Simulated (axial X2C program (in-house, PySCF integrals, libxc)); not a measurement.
N₂: cheaper levels and CCSD(T), 2c

Computed with an axial X2C code built on PySCF integrals. Two-component (2c) means X2C with spin–orbit coupling and atomic mean-field two-electron Coulomb and Gaunt terms. Basis: N dyall-av3z [7s7p3d2f] (cores contracted in-house); Gaussian nuclei, density fitting, unrestricted open shells. Masses: N 14.003 u.

State: Ω = 0 (closed shell); fragments N + N.

```
level  Re (Å)  ωe (cm⁻¹)  De (eV)
 PBE0   1.089     2479.8     9.76
   HF   1.066     2730.0     5.06
  MP2   1.113     2190.3    10.02
 CCSD   1.096     2421.8     9.09
TPSSh   1.095     2418.8     9.61
 TPSS   1.100     2367.2     9.88
B97-3   1.089     2480.1     9.91
```

Correlated methods: 10 electrons correlated (number of frozen shells: N 1 s), 198 virtual spin orbitals or spinors in MP2, 114 natural virtuals in coupled cluster.

CCSD(T), same Hamiltonian and basis:

Re = 1.103 Å, ωe = 2342.4 cm⁻¹, De = 9.48 eV; T1 = 0.013 (Lee–Taylor normalisation).

Question: Give the differences from CCSD(T) in the columns below.

Answer: 

```csv
level,ΔRe (Å),Δωe (cm⁻¹),ΔDe (eV)
PBE0,-0.014,137,0.28
HF,-0.037,388,-4.42
MP2,0.010,-152,0.54
CCSD,-0.007,79,-0.39
TPSSh,-0.008,76,0.13
TPSS,-0.003,25,0.40
B97-3,-0.014,138,0.43
```

Occupations by symmetry block were frozen at the best pattern of an incomplete PBE0 search. Closed shells are restricted here (equal orbitals for both partners); the stretched side of such a curve lies too high. De is counted from the lowest determinant-based energies of the atoms at the same level, without counterpoise correction. CCSD and (T) use frozen natural virtuals with an MP2 correction for the truncation; (T) itself is uncorrected, so its De runs slightly low.
